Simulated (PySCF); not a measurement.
# BNH6: electronic excitations at several levels of theory, part 2 of 2

PySCF 2.14.0. Atoms count from 0.

## Step 7: Excited states and response: PBE0/aug-cc-pVDZ

The job: settings as JSON, then the geometry in Å.

```
{"job": {"kind": "uv", "xc": "PBE0", "basis": "aug-cc-pVDZ"}, "charge": 0, "multiplicity": 1}
B     -0.792469    -0.024515     0.141775
N      0.834932    -0.095702     0.005792
H     -1.226024    -0.337508    -0.960083
H     -1.082168    -0.827509     1.019450
H     -1.043846     1.134563     0.447522
H      1.289523     0.150597     0.885615
H      1.174101     0.548720    -0.709143
H      1.143594    -1.033857    -0.250937
```

Method: TDDFT PBE0/aug-cc-pVDZ, vertical, gas phase, core orbitals frozen in the response.

The log of the run:

```text
coarse grid: 5872 points
cycle   1  E = -83.0657321070  dE = -7.978e-02  |g| = 3.348e-01  |ddm| = 6.448e+00
cycle   2  E = -83.0825660876  dE = -1.683e-02  |g| = 2.724e-01  |ddm| = 1.795e+00
cycle   3  E = -83.1077197290  dE = -2.515e-02  |g| = 3.140e-02  |ddm| = 7.794e-01
cycle   4  E = -83.1079445046  dE = -2.248e-04  |g| = 1.677e-02  |ddm| = 1.327e-01
cycle   5  E = -83.1080049790  dE = -6.047e-05  |g| = 1.863e-03  |ddm| = 3.167e-02
cycle   6  E = -83.1080059341  dE = -9.552e-07  |g| = 1.956e-04  |ddm| = 7.477e-03
final grid: 54432 points
cycle   7  E = -83.1119404623  dE = -1.893e-05  |g| = 5.995e-03  |ddm| = 7.889e-02
cycle   8  E = -83.1119366371  dE =  3.825e-06  |g| = 7.478e-03  |ddm| = 2.752e-02
cycle   9  E = -83.1119492293  dE = -1.259e-05  |g| = 4.429e-04  |ddm| = 1.290e-02
cycle  10  E = -83.1119492870  dE = -5.765e-08  |g| = 7.536e-05  |ddm| = 1.387e-03
cycle  11  E = -83.1119492885  dE = -1.542e-09  |g| = 1.047e-05  |ddm| = 2.581e-04
cycle  12  E = -83.1119492885  dE = -2.876e-11  |g| = 9.920e-07  |ddm| = 3.155e-05
converged SCF energy = -83.1119492885

Static polarisability (au): isotropic 32.619, principal 32.060 32.068 33.728

Singlet excitations
state   eV       nm        f      main configurations
  1   5.8521    211.9   0.00375   H->L 0.98
  2   5.8529    211.8   0.00375   H-1->L 0.98
  3   7.2485    171.0   0.00001   H->L+2 0.51, H-1->L+1 0.38
  4   7.2537    170.9   0.00197   H-1->L+2 0.38, H->L+1 0.35, H-1->L+1 0.15
  5   7.2538    170.9   0.00195   H-1->L+1 0.40, H->L+2 0.33, H->L+1 0.14
  6   7.3043    169.7   0.00804   H-1->L+2 0.45, H->L+1 0.44
  7   7.6109    162.9   0.07776   H->L+3 0.97
  8   7.6116    162.9   0.07781   H-1->L+3 0.97
  9   8.1422    152.3   0.09621   H-2->L 0.94
 10   8.2810    149.7   0.01177   H->L+4 0.96

Triplet excitations (Tamm-Dancoff, eV): 5.7551 5.7559 7.1618 7.1922
```

Run time: 3.6 s. Hardware: 1 thread of Arm Neoverse V1, shared host; peak memory 0.42 GiB.

In short: HOMO -7.74 eV, LUMO -0.81 eV; lowest singlet 5.85 eV.

## Step 8: TDDFT and polarisability: PBE0/aug-cc-pVTZ

The job, as its differences from that of step 7:

```diff
@@ -1,2 +1,2 @@
-{"job": {"kind": "uv", "xc": "PBE0", "basis": "aug-cc-pVDZ"}, "charge": 0, "multiplicity": 1}
+{"job": {"kind": "uv", "xc": "PBE0", "basis": "aug-cc-pVTZ"}, "charge": 0, "multiplicity": 1}
 B     -0.792469    -0.024515     0.141775
```

With the program's defaults for keys left out, this is: TDDFT PBE0/aug-cc-pVTZ, vertical, gas phase, core orbitals frozen in the response.

The log of the run:

```text
coarse grid: 5872 points
cycle   1  E = -83.0946748191  dE = -9.657e-02  |g| = 3.496e-01  |ddm| = 5.303e+00
cycle   2  E = -83.1106698708  dE = -1.600e-02  |g| = 2.930e-01  |ddm| = 1.598e+00
cycle   3  E = -83.1383525966  dE = -2.768e-02  |g| = 3.331e-02  |ddm| = 6.714e-01
cycle   4  E = -83.1385786722  dE = -2.261e-04  |g| = 1.890e-02  |ddm| = 8.107e-02
cycle   5  E = -83.1386509112  dE = -7.224e-05  |g| = 2.220e-03  |ddm| = 2.726e-02
cycle   6  E = -83.1386520649  dE = -1.154e-06  |g| = 2.214e-04  |ddm| = 5.477e-03
final grid: 54432 points
cycle   7  E = -83.1364726719  dE = -4.859e-05  |g| = 6.072e-03  |ddm| = 2.765e-01
cycle   8  E = -83.1364688680  dE =  3.804e-06  |g| = 7.540e-03  |ddm| = 2.206e-02
cycle   9  E = -83.1364808424  dE = -1.197e-05  |g| = 4.656e-04  |ddm| = 1.074e-02
cycle  10  E = -83.1364808926  dE = -5.021e-08  |g| = 1.389e-04  |ddm| = 1.196e-03
cycle  11  E = -83.1364808981  dE = -5.462e-09  |g| = 1.621e-05  |ddm| = 3.140e-04
cycle  12  E = -83.1364808982  dE = -5.673e-11  |g| = 1.551e-06  |ddm| = 3.466e-05
converged SCF energy = -83.1364808982

Static polarisability (au): isotropic 32.719, principal 32.133 32.141 33.884

Singlet excitations
state   eV       nm        f      main configurations
  1   5.8802    210.9   0.00402   H->L 0.98
  2   5.8811    210.8   0.00402   H-1->L 0.98
  3   7.2336    171.4   0.00374   H->L+2 0.43, H->L+1 0.32, H-1->L+2 0.15
  4   7.2338    171.4   0.00400   H->L+2 0.32, H-1->L+2 0.29, H->L+1 0.22
  5   7.2350    171.4   0.00044   H-1->L+1 0.68, H->L+2 0.15, H-1->L+2 0.11
  6   7.2800    170.3   0.00764   H-1->L+2 0.42, H->L+1 0.41
  7   7.5370    164.5   0.06941   H->L+3 0.96
  8   7.5377    164.5   0.06947   H-1->L+3 0.96
  9   8.1235    152.6   0.00579   H->L+4 0.97
 10   8.1243    152.6   0.00580   H-1->L+4 0.97

Triplet excitations (Tamm-Dancoff, eV): 5.7808 5.7816 7.1361 7.1694
```

Wall time 11 s (1 thread of Arm Neoverse V1, shared host); peak memory 0.73 GiB.

This run: HOMO -7.77 eV, LUMO -0.82 eV; lowest singlet 5.88 eV.

## Step 9: TDDFT and polarisability: PBE0/def2-TZVPD

The job, as its differences from that of step 8:

```diff
@@ -1,2 +1,2 @@
-{"job": {"kind": "uv", "xc": "PBE0", "basis": "aug-cc-pVTZ"}, "charge": 0, "multiplicity": 1}
+{"job": {"kind": "uv", "xc": "PBE0", "basis": "def2-TZVPD"}, "charge": 0, "multiplicity": 1}
 B     -0.792469    -0.024515     0.141775
```

Level: TDDFT PBE0/def2-TZVPD, vertical, gas phase, core orbitals frozen in the response.

The log of the run:

```text
coarse grid: 5872 points
cycle   1  E = -83.0990081715  dE = -9.449e-02  |g| = 3.490e-01  |ddm| = 1.736e+00
cycle   2  E = -83.1151772903  dE = -1.617e-02  |g| = 2.908e-01  |ddm| = 6.710e-01
cycle   3  E = -83.1425704494  dE = -2.739e-02  |g| = 3.364e-02  |ddm| = 2.860e-01
cycle   4  E = -83.1428040208  dE = -2.336e-04  |g| = 1.903e-02  |ddm| = 3.243e-02
cycle   5  E = -83.1428778606  dE = -7.384e-05  |g| = 2.071e-03  |ddm| = 9.299e-03
cycle   6  E = -83.1428789339  dE = -1.073e-06  |g| = 2.064e-04  |ddm| = 2.636e-03
final grid: 54432 points
cycle   7  E = -83.1359033502  dE = -3.621e-05  |g| = 6.063e-03  |ddm| = 6.414e-02
cycle   8  E = -83.1358996261  dE =  3.724e-06  |g| = 7.500e-03  |ddm| = 7.617e-03
cycle   9  E = -83.1359116417  dE = -1.202e-05  |g| = 4.871e-04  |ddm| = 3.691e-03
cycle  10  E = -83.1359116982  dE = -5.649e-08  |g| = 1.299e-04  |ddm| = 4.001e-04
cycle  11  E = -83.1359117030  dE = -4.744e-09  |g| = 1.499e-05  |ddm| = 1.226e-04
cycle  12  E = -83.1359117030  dE = -5.139e-11  |g| = 1.605e-06  |ddm| = 1.568e-05
converged SCF energy = -83.1359117030

Static polarisability (au): isotropic 32.422, principal 31.820 31.828 33.618

Singlet excitations
state   eV       nm        f      main configurations
  1   6.0483    205.0   0.00582   H->L 0.99
  2   6.0491    205.0   0.00583   H-1->L 0.99
  3   7.8477    158.0   0.07935   H->L+1 0.97
  4   7.8485    158.0   0.07939   H-1->L+1 0.97
  5   7.8925    157.1   0.00000   H->L+3 0.38, H-1->L+2 0.35, H->L+2 0.13
  6   7.9141    156.7   0.00001   H-1->L+2 0.48, H->L+3 0.45
  7   7.9145    156.7   0.00001   H->L+2 0.47, H-1->L+3 0.46
  8   7.9679    155.6   0.00841   H-1->L+3 0.37, H->L+2 0.36, H-1->L+2 0.12
  9   8.3527    148.4   0.09771   H-2->L 0.95
 10   8.9320    138.8   0.00000   H->L+4 0.42, H-1->L+5 0.41

Triplet excitations (Tamm-Dancoff, eV): 5.9302 5.9311 7.5968 7.5976
```

It took 4.9 s on 1 thread of Arm Neoverse V1, shared host; peak memory 0.49 GiB.

Key values: HOMO -7.76 eV, LUMO -0.56 eV; lowest singlet 6.05 eV.

## Step 10: Ultraviolet spectrum: PBE0/6-31+G*

The job, as its differences from that of step 9:

```diff
@@ -1,2 +1,2 @@
-{"job": {"kind": "uv", "xc": "PBE0", "basis": "def2-TZVPD"}, "charge": 0, "multiplicity": 1}
+{"job": {"kind": "uv", "xc": "PBE0", "basis": "6-31+G*"}, "charge": 0, "multiplicity": 1}
 B     -0.792469    -0.024515     0.141775
```

Level: TDDFT PBE0/6-31+G*, vertical, gas phase, core orbitals frozen in the response.

The log of the run:

```text
coarse grid: 5872 points
cycle   1  E = -83.0738913684  dE = -8.698e-02  |g| = 3.344e-01  |ddm| = 1.969e+00
cycle   2  E = -83.0922394343  dE = -1.835e-02  |g| = 2.593e-01  |ddm| = 7.323e-01
cycle   3  E = -83.1146150086  dE = -2.238e-02  |g| = 3.079e-02  |ddm| = 2.947e-01
cycle   4  E = -83.1148284486  dE = -2.134e-04  |g| = 1.622e-02  |ddm| = 3.829e-02
cycle   5  E = -83.1148847249  dE = -5.628e-05  |g| = 1.494e-03  |ddm| = 1.025e-02
cycle   6  E = -83.1148853324  dE = -6.075e-07  |g| = 1.226e-04  |ddm| = 1.725e-03
final grid: 54432 points
cycle   7  E = -83.0984717484  dE = -1.269e-05  |g| = 6.027e-03  |ddm| = 1.234e-02
cycle   8  E = -83.0984680390  dE =  3.709e-06  |g| = 7.506e-03  |ddm| = 1.012e-02
cycle   9  E = -83.0984807655  dE = -1.273e-05  |g| = 4.460e-04  |ddm| = 5.108e-03
cycle  10  E = -83.0984808254  dE = -5.989e-08  |g| = 6.594e-05  |ddm| = 4.383e-04
cycle  11  E = -83.0984808264  dE = -1.023e-09  |g| = 9.464e-06  |ddm| = 5.385e-05
cycle  12  E = -83.0984808265  dE = -2.269e-11  |g| = 5.991e-07  |ddm| = 1.059e-05
converged SCF energy = -83.0984808265

Static polarisability (au): isotropic 27.747, principal 27.711 27.720 27.811

Singlet excitations
state   eV       nm        f      main configurations
  1   5.9158    209.6   0.00880   H->L 0.99
  2   5.9165    209.6   0.00880   H-1->L 0.99
  3   7.7586    159.8   0.00919   H->L+2 0.48, H-1->L+1 0.45
  4   7.7589    159.8   0.00925   H->L+1 0.46, H-1->L+2 0.46
  5   7.7864    159.2   0.00000   H-1->L+1 0.49, H->L+2 0.46
  6   7.9525    155.9   0.02114   H-1->L+2 0.46, H->L+1 0.46
  7   8.0869    153.3   0.08634   H->L+3 0.99
  8   8.0876    153.3   0.08638   H-1->L+3 0.99
  9   8.2676    150.0   0.10808   H-2->L 0.97
 10   9.0043    137.7   0.01602   H->L+4 0.99

Triplet excitations (Tamm-Dancoff, eV): 5.8121 5.8129 7.4796 7.5808
```

Run time: 1.9 s. Hardware: 1 thread of Arm Neoverse V1, shared host; peak memory 0.35 GiB.

Key values: HOMO -7.68 eV, LUMO -0.62 eV; lowest singlet 5.92 eV.

## Step 11: Run by run: electronic excitations

Excitations and ground-state properties, with basis size and wall time:

```csv
run,lowest singlet (eV),brightest (eV),f,gap (eV),α (Å³),μ (D),functions,time
wB97X-D/def2-SVPD,6.86,9.28,0.126,11.11,4.75,5.46,88,7.2 s
LC-wPBE/def2-SVPD,7.43,9.89,0.114,12.15,4.60,5.50,88,12 s
PBE0/6-31G*,7.24,9.67,0.169,8.60,3.49,5.73,40,1.5 s
PBE0/def2-SVP,6.85,9.21,0.149,8.14,3.77,5.74,58,1.9 s
PBE0/def2-TZVP,6.43,8.76,0.133,7.70,4.36,5.50,98,3.3 s
PBE0/aug-cc-pVDZ,5.85,8.14,0.096,6.93,4.83,5.37,100,3.6 s
PBE0/aug-cc-pVTZ,5.88,7.54,0.069,6.95,4.85,5.37,230,11 s
PBE0/def2-TZVPD,6.05,8.35,0.098,7.20,4.80,5.37,128,4.9 s
PBE0/6-31+G*,5.92,8.27,0.108,7.06,4.11,5.65,48,1.9 s
```

## Step 12: Outcome

This closing draws on all 2 parts.

```
                                quantity                        value
      lowest singlet (wB97X-D/def2-SVPD)  6.86 eV (181 nm), f = 0.020
brightest single state of those computed  state 9, 9.28 eV, f = 0.126
                          lowest triplet                      6.80 eV
       vertical ionisation energy (ΔSCF)                     10.52 eV
             range of the lowest singlet              5.85 to 7.43 eV
```

**Reading.** Single values in the summary come from the first run of each kind that ended normally (wB97X-D/def2-SVPD), which need not be the best level. The lowest singlet, at 6.86 eV, is HOMO→LUMO 0.93 and is weak; of the 10 states computed, the strongest absorption comes from states 3 to 4 together at 8.55 eV. The lowest triplet lies 0.06 eV below the lowest singlet (triplets in Tamm-Dancoff, singlets in full TDDFT). ΔSCF puts the ionisation energy at 10.52 eV, 0.84 eV above −ε(HOMO). The lowest singlet runs from 5.85 eV (PBE0/aug-cc-pVDZ) to 7.43 eV (LC-wPBE/def2-SVPD), while the orbital gap spans 6.93 to 12.15 eV. The lowest state need not be the same one in every run. The runs solved for a few states only, so the brightest column depends on that window.
